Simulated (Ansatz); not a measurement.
Ansatz (an electronic-structure program) input:

Ansatz 0.2 input:
```yaml
crystal:
  periodic: [false, false, false]
  atoms:
    - {symbol: O, position_ang: [1.08859699, 0.24944285, -0.42728356]}
    - {symbol: C, position_ang: [0.04658452, 0.36233721, 0.22026559]}
    - {symbol: H, position_ang: [-0.09897970, 1.22977934, 0.88845632]}
    - {symbol: C, position_ang: [-1.01080777, -0.58309006, 0.15832965]}
    - {symbol: H, position_ang: [-1.91279587, -0.45200395, 0.74149328]}
    - {symbol: H, position_ang: [-0.91166091, -1.44880109, -0.48325255]}
basis:
  gaussian:
    orbitals: def2-TZVP
hamiltonian:
  xc: b3lyp
  dispersion: d3bj
magnetization: {spin_polarized: true, initial_magnetization: 1}
phonons: {temperatures: {t_min: 298.15, t_max: 298.15, t_step: 100}}
```

Task: Which total energy does the run end on?

Result: -153.24374 Eh (B3LYP-D3(BJ)/def2-TZVP). The basis has 111 functions.

It need not be the lowest isomer of its formula.
